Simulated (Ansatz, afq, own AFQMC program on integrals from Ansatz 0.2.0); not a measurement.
AFQMC on a folder of integrals that Ansatz 0.2.0 wrote.

```yaml
crystal:
  periodic: [false, false, false]
  atoms:
    - {symbol: Ge, position_ang: [0.000000, -0.012216, 0.335613]}
    - {symbol: O, position_ang: [0.000000, 0.013697, -1.454821]}
    - {symbol: H, position_ang: [0.000000, 1.538510, 0.725969]}
    - {symbol: H, position_ang: [0.000000, -0.875556, -1.819964]}
basis:
  gaussian: {orbitals: cc-pVDZ}
magnetization: {spin_polarized: true, initial_magnetization: 0}
correlation: {method: ccsd_t, electrons: outside_noble_gas, hamiltonian_folder: ham}
```

```sh
$ ansatz run in.yaml --threads 1 --pin off --events-out ev --progress --plain --max-ram 1382MiB
```

afq runs on the folder ham with

```
--method free --trial cisd --walkers 60 --time-step 0.03 --max-blocks 80 --target-error 0.00042 --factor-cut 1e-05 --seed 5655 --times 0,0.21,0.42,0.81,1.2,1.8,2.4,3 --taylor-order 8
```

Times are imaginary, in 1/Eh. The walk had a cap of 513 s. Filled inner d shells are frozen with the cores.

Log:

```
orbitals 36  electrons 6 6  factors 283 of 543
reference energy -2151.35144816 Eh
CCSD correlation -0.29448521 Eh in 11 cycles, weight of the determinant in the CISD state 0.8782
repeat  energy at the last time / Eh  error
    10  -2151.653571  0.001760
    20  -2151.653427  0.001028
    30  -2151.653305  0.001723
    40  -2151.653661  0.001495
    50  -2151.654370  0.001338
    60  -2151.654575  0.001169
    70  -2151.654752  0.001074
    80  -2151.654329  0.000962
time / (1/Eh)  energy / Eh  error  mean overlap
  0.00  -2151.645630  0.000286  1.1382
  0.21  -2151.649964  0.000307  1.1438
  0.42  -2151.652089  0.000369  1.1433
  0.81  -2151.653724  0.000371  1.1320
  1.20  -2151.653980  0.000466  1.1471
  1.80  -2151.653966  0.000635  1.1787
  2.40  -2151.654141  0.000695  1.1730
  3.00  -2151.654329  0.000962  1.1877
energy -2151.654329 +/- 0.000962 Eh
```

The run passed its tests (error under three times the target), which doesn't prove that it has relaxed.

Against this walk (error 26.2 meV) on the same determinant: CCSD(T) 24.9 meV higher (within the noise). The error is statistical, and a free projection of finite length keeps a remainder of its start. None of these is a sure reference here.

Cautions: remainder of the start not in the error; error above the target (26.2 against 11.4 meV); no relativity below Rb; no spin-orbit coupling; inner d shell frozen; higher spins were not checked; the determinant is a saddle point among determinants of its kind; raised T1 diagnostic (T1 0.021, weight of the determinant 0.88, largest double 0.08).

The walk took 2.7 min on 1 thread of AMD EPYC 9R45 96-Core Processor (Zen 5) (shared host). The log's last line is the free-projection energy.

A walk keeps the symmetry of its determinant, which the program's search chose and which needn't be the lowest solution, so a lower state of the same spin and another symmetry isn't excluded.
